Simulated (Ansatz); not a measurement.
## A barrier at the coupled-cluster level

Start structure (BH5S, closed shell), relaxed at PBE0-D4/def2-TZVP:

```
7
angstrom
B 0.1001 -0.1618 -0.9148
S 1.0585 1.2990 -0.6588
H -1.0847 -0.1168 -1.0189
H 0.7145 -1.1806 -0.9798
H -0.1757 -0.7486 2.1236
H -0.6800 -1.2981 2.0898
H 0.0672 2.2069 -0.6410
```

The step: BH₃S ([BH2][SH]) + H₂ → BH₃ + H₂S (still joined by a long B–S bond); bonds formed: B1–H6, S2–H5; bonds broken: H5–H6; bonds weakened to dative contacts: B1–S2. Ansatz 0.2.0; basis: def2-TZVPP and def2-QZVPP; cores frozen in the correlated methods. Extrapolation: Hartree–Fock as exp(−7.88 √X), correlation as X^−2.97. Energies below are by CCSD(T) at an estimated basis limit (MP2 extrapolated from triple and quadruple zeta, plus CCSD(T) − MP2 in triple zeta).

Q: What are the electronic barrier and the energy of the step, from the start structure to the end structure? (Judge from chemistry; the value comes from the calculation.)

A: By the calculation: Barrier 25.00 kcal/mol; step energy 6.30 kcal/mol (uphill); reverse barrier, their difference, 18.70 kcal/mol. Barrier and step energy count from the start structure, the reverse barrier from the end structure.

The saddle point: One imaginary mode of 736i cm⁻¹.
```csv
pair,start (Å),saddle (Å),end (Å)
B1–H6,3.31,1.27,1.20
S2–H5,3.67,1.57,1.35
B1–S2,1.77,2.05,1.98
H5–H6,0.75,1.17,2.83
```

Zero-point energy (harmonic, PBE0-D4): ZPE is 26.00 kcal/mol at the start and 28.56 kcal/mol at the saddle, so the barrier goes from 25.00 to 27.56 kcal/mol.

T1 diagnostic: at most 0.014.

Labels in which every atom is bracketed show which atoms are joined, not bond orders.

For scale, one of the runs: CCSD(T)/def2-TZVPP, 143 basis functions, launched by `ansatz run in.yaml --threads 2 --pin off --events-out ev --progress --plain --max-ram 4352MiB`. Hardware: 2 CPU threads of an Arm Neoverse V1, shared host. Wall time 7.5 s; peak host memory 0.79 GiB.
